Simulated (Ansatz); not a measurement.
# CHAlN+ (triplet): wave-function methods side by side, def2-QZVPP

The task here is to estimate one member of a computed series from the others.

Program: Ansatz 0.2.0, Gaussian basis. Level of theory: def2-QZVPP, core rule «outside noble gas», up to 7 orbitals frozen. These are calculated values, not measurements.

Plan: UHF; ROHF; CCSD(T) on UHF.

2 further runs of the same task are left out: 2 set aside as unsound or not needed. Runs told in other sessions of the task aren't counted.

## The geometry

The geometry is a PBE0/def2-TZVP stationary point (not a proven minimum) of the parent state, kept for this charge and spin.

4 atoms, charge 1, spin multiplicity 3.

Atoms are counted from 1 here; the program's logs count them from 0.

Bond lengths: Al1–N2 1.833 Å, N2–C3 1.207 Å, C3–H4 1.103 Å. Angles: Al1–N2–C3 173.8°, N2–C3–H4 130.3°.

Set-up of the first run:

Contents of in.yaml:

```yaml
crystal:
  periodic: [false, false, false]
  atoms:
    - {symbol: Al, position_ang: [-0.000006, -0.113958, 2.175529]}
    - {symbol: N, position_ang: [0.000059, -0.123062, 0.342317]}
    - {symbol: C, position_ang: [-0.000023, -0.259290, -0.857208]}
    - {symbol: H, position_ang: [-0.000030, 0.496310, -1.660638]}
basis:
  gaussian: {orbitals: "def2-QZVPP.json"}
total_charge: 1
magnetization: {spin_polarized: true, initial_magnetization: 2}
hamiltonian: {xc: hf}
output: {orbitals: {seedname: orbitals}}
```

Launch:

```console
ansatz run in.yaml --threads 1 --pin off --events-out ev --progress --plain --max-ram 2393MiB
```

Among the steps run: UHF; ROHF; CCSD(T) on UHF.

One of the session's tables, all rows but one given; the rest of the session is left out.

```
  method  from UCCSD(T) (meV)
    ROHF             +11396.4
     UHF             +11136.0
    UMP2               +995.5
   UCCSD                    ?
UCCSD(T)                    0
```

Q: Estimate the row for UCCSD from the others.

The run gave: from UCCSD(T) (meV): +596.1. In the column «from UCCSD(T) (meV)» it lies between UCCSD(T) (0) and UMP2 (+995.5).
